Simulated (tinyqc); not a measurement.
A ladder of methods, and size consistency: correlation methods against full CI in the sto-6g basis, for LiH, spin multiplicity 1. Computed by the program tinyqc with PySCF. All electrons correlated; +Q is the Davidson correction (1 - c0^2) E_corr. The last columns treat two copies 100 angstrom apart as one system. FCI is the lowest singlet.

Geometry (angstrom):
```
atom       x       y       z
Li    0.0000  0.0000  0.0000
H     0.0000  0.0000  1.5620
```

RHF energy of one = -7.952863 hartree

Correlation energies (hartree):
```
method   E_corr of one  share of FCI (%)  E_corr of two at 100 angstrom  two minus twice one (mhartree)
MP2          -0.012623           63.5810                      -0.025246                       -2.18e-05
CISD         -0.019841           99.9374                      -0.038787                          0.8951
CISD+Q       -0.020318          102.3407                      -0.040471                          0.1654
CCSD         -0.019844           99.9518                      -0.039688                       -4.75e-05
CCSD(T)      -0.019852           99.9903                      -0.039704                       -4.75e-05
FCI          -0.019854          100.0000                              -                               -
```

What does the comparison show, and why?

MP2 recovers 64 %, CISD 99.9 % and CCSD 100.0 % of the FCI value (c0^2 = 0.976 in CISD). MP2 and coupled cluster are size consistent, so their last column vanishes but for a trace of long-range electrostatics; CISD loses 0.90 mhartree, since a double excitation on each copy is a quadruple of the pair, and the Davidson correction leaves +0.17.
